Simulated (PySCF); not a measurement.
**trans-2-pentene (C/C=C/CC, C$_{5}$H$_{10}$)**

Cartesian coordinates in Å; atom numbers follow the order of the lines, from 1:
```xyz
15

C     2.553   -0.276    0.279
C     1.207   -0.246   -0.358
C     0.051   -0.316    0.292
C    -1.299   -0.272   -0.342
C    -2.137    0.904    0.145
H     3.148   -1.118   -0.090
H     3.121    0.631    0.050
H     2.478   -0.365    1.365
H     1.185   -0.162   -1.444
H     0.068   -0.396    1.380
H    -1.834   -1.204   -0.120
H    -1.188   -0.229   -1.430
H    -3.132    0.896   -0.306
H    -2.262    0.875    1.231
H    -1.657    1.853   -0.106
```

Method used: PySCF, quadratic response CAM-B3LYP/def2-TZVPD first hyperpolarisability, Taylor convention, gas phase. Geometry: PBE0-D3(BJ)/def2-TZVP.

Question: Give the tensor of the static β(0;0,0) in the axes of these coordinates.

Answer: In au, Taylor convention; rows are the first index (the induced dipole):
|  | xx | yy | zz | xy | xz | yz |
| --- | --- | --- | --- | --- | --- | --- |
| x | +33.3 | +5.6 | +4.3 | -4.2 | +4.0 | +2.3 |
| y | -4.2 | -23.7 | -2.1 | +5.6 | +2.3 | -0.1 |
| z | +4.0 | -0.1 | -21.2 | +2.3 | +4.3 | -2.1 |

Norm of βᵢ = ⅓ Σⱼ (βᵢⱼⱼ + βⱼᵢⱼ + βⱼⱼᵢ): 55.4 au, hyper-Rayleigh value 21.5 au.
